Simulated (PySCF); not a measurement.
# H₃OF₂−, an ion with solvent molecules: interaction energy

One table from this session's results is given with a row withheld; the runs are named, their logs left out.

Computed with PySCF 2.14.0; each step states its level. No surroundings beyond the atoms listed, unless a continuum is named. Atoms count from 0, parts from 1.

## Starting point

6 atoms, charge -1, multiplicity 1; geometry: GFN2-xTB. Parts: 1 = atoms 0–2, `F[H-]F`, charge -1; 2 = atoms 3–5, `O`, charge 0.

Set-up of the first run:

What the job is given:

```
{"job": {"xc": "PBE0", "basis": "def2-TZVPD", "d3": "d3bj", "grid": 3, "kind": "geom", "shake": 0.01}, "charge": -1, "multiplicity": 1, "parts": [{"atoms": "0-2", "charge": -1, "multiplicity": 1}, {"atoms": "3-5", "charge": 0, "multiplicity": 1}]}
F     -0.778555     0.646328    -0.612444
H      0.094067     0.109654    -0.211320
F      1.026424    -0.433234     0.119151
O      1.404575     0.635122    -2.460174
H      1.653681     0.148493    -1.674034
H      0.467737     0.886184    -2.206439
```

The run is started by

```bash
$ OMP_NUM_THREADS=1 python cluster_run.py task.json out
```

The driver reads the jobs from task.json and runs them one after another.

Steps of the session up to this table: Optimising the geometry at PBE0-D3(BJ)/def2-TZVPD; Coupled-cluster interaction energy: CCSD(T) and MP2, 1.78 Å; Coupled-cluster interaction energy: CCSD(T) and MP2, 1.87 Å; Coupled-cluster interaction energy: CCSD(T) and MP2, 1.96 Å; Coupled-cluster interaction energy: CCSD(T) and MP2, 1.69 Å; Coupled-cluster interaction energy: CCSD(T) and MP2, 2.23 Å; Coupled-cluster interaction energy: CCSD(T) and MP2, 1.60 Å; Coupled-cluster interaction energy: CCSD(T) and MP2, 2.67 Å; Coupled-cluster interaction energy: CCSD(T) and MP2, 3.57 Å.

One of the session's tables, all rows but one given; the rest of the session is left out.

It belongs to the step «Coupled-cluster interaction energy: CCSD(T) and MP2, 3.57 Å». 

| method | interaction energy (kcal/mol) |
| --- | --- |
| HF/aug-cc-pVDZ | -7.69 |
| MP2/aug-cc-pVDZ | -7.43 |
| CCSD/aug-cc-pVDZ | -7.42 |
| CCSD(T)/aug-cc-pVDZ | -7.39 |
| HF/aug-cc-pVQZ | ? |
| MP2/aug-cc-pVQZ | -7.49 |
| SCS-MP2/aug-cc-pVQZ | -7.44 |
| MP2, extrapolated | -7.52 |
| CCSD(T), limit estimate | -7.47 |

Q: Estimate the row for HF/aug-cc-pVQZ from the others.

The run gave: interaction energy (kcal/mol): -7.67. In the column «interaction energy (kcal/mol)» it lies between HF/aug-cc-pVDZ (-7.69) and MP2, extrapolated (-7.52).
